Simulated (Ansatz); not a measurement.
A nudged elastic band was laid between two geometries of BH4N + H4Si (11 atoms, charge 0, multiplicity 1).

Theory: RKS r2SCAN-D4/6-31G* in Ansatz 0.2.0.

```yaml
movable_images: 5
climbing_image: yes
spring: 5.0 eV/Å²
optimiser: quadratic models (default)
start_path: through a guess of the saddle point
force_threshold: 0.05 eV/Å
iteration_limit: 60
end_points: relaxed
```

Image 0:

```xyz
11
Properties=species:S:1:pos:R:3
B 0.223 -0.430 0.387
N 0.062 -1.218 1.523
H -0.835 -1.404 1.952
H 0.836 -1.656 2.005
H 1.328 -0.260 -0.050
H -0.752 0.053 -0.123
Si -0.463 3.174 0.987
H -1.875 2.901 0.606
H -0.352 4.577 1.477
H 0.422 2.992 -0.192
H -0.051 2.245 2.074
```

Image 6:

```xyz
11
Properties=species:S:1:pos:R:3
B 0.059 0.485 0.342
N -0.208 -0.231 1.805
H -0.095 -1.244 1.742
H 0.444 0.108 2.514
H 1.195 0.182 0.045
H -0.762 -0.005 -0.404
Si -0.179 2.484 0.557
H -1.548 2.891 1.039
H 0.747 3.104 1.572
H 0.043 3.247 -0.710
H -1.153 -0.047 2.146
```

What changes between the two ends?

Bonds broken: Si7–H11. Bonds formed: B1–Si7, N2–H11. BH4N + H4Si becomes BH8NSi.

Give the energies along the band, and the barrier.

The forces met the threshold. The highest image is number 3 of 0 to 6, 1.93 eV above the first end and 1.78 eV above the last; the last end lies 0.15 eV above the first. Neighbouring images differ by up to 1.7 eV, so the band resolves the path poorly. A vibrational analysis at the climbing image gives one clearly imaginary mode, 1366i cm⁻¹: a first-order saddle point. The orbitals stay closed-shell, which can raise the energy where a bond breaks towards radicals; this wasn't checked here.

```tsv
image	path coordinate (Å)	energy (eV)	Si7–H11 (Å)	B1–Si7 (Å)	N2–H11 (Å)
0	0.00	0.00	1.49	3.72	3.51
1	1.24	0.01	1.49	3.73	3.17
2	2.49	0.21	1.48	3.11	2.42
3	3.73	1.93	1.83	2.23	1.38
4	4.58	0.50	2.55	2.04	1.01
5	5.44	0.21	2.94	2.02	1.02
6	6.29	0.15	3.14	2.03	1.02
```

What is the geometry of the highest image?


```xyz
11
Properties=species:S:1:pos:R:3
B 0.201 0.341 0.491
N -0.140 -0.465 1.801
H -0.924 -1.103 1.781
H 0.623 -0.768 2.391
H 1.378 0.506 0.302
H -0.511 0.092 -0.447
Si -0.366 2.480 0.732
H -1.815 2.822 0.858
H 0.375 3.308 1.732
H 0.089 2.877 -0.628
H -0.368 0.882 1.633
```

Run time: 4.3 min on 1 thread of AMD EPYC 9R45 96-Core Processor (Zen 5), with other jobs on the host, peak memory 0.15 GiB.
